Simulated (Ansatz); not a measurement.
`CCCCC(C)O` + H₂O → `CC(O)CO` + `CCC`  (formal hydrolysis of a C–C bond)

Isolated molecules relaxed with PBE0-D4/def2-TZVP in Ansatz; ΔE leaves out vibrations. CBS: MP2 limit from def2 TZ/QZ plus the TZ coupled-cluster correction, frozen cores. This one scheme is used for every species. Functionals use def2-TZVPP. B3LYP here is the variant with VWN-RPA as its local correlation; programs differ in this. HSE06 is defined as in plane-wave codes. One conformer a species, not always the lowest.

```tsv
level	ΔE (kcal/mol)	difference from CCSD(T)/CBS
revPBE-D4	8.3	-1.3
BLYP-D4	6.5	-3.1
r2SCANh-D4	7.3	-2.3
r2SCAN0-D4	7.6	-2.0
CAM-B3LYP-D4	6.3	-3.3
B3LYP	4.3	-5.3
HSE06	6.4	-3.2
HF/def2-TZVPP	3.5	-6.1
MP2/def2-TZVPP	10.2	0.6
CCSD/def2-TZVPP	8.2	-1.4
CCSD(T)/CBS	9.6	0
```

Largest T1 diagnostic among the species: 0.010.

At CCSD(T), def2-SVP lies −3.5 kcal/mol from the extrapolated value and def2-TZVPP −0.9 kcal/mol. From BLYP to BHLYP (50 % exact exchange), in def2-TZVPP and without D4, ΔE moves by +1.3 kcal/mol.

CCSD(T)/CBS has its own doubt, a few kJ/mol and more with outer-core shells, so smaller differences from it don't rank the levels.
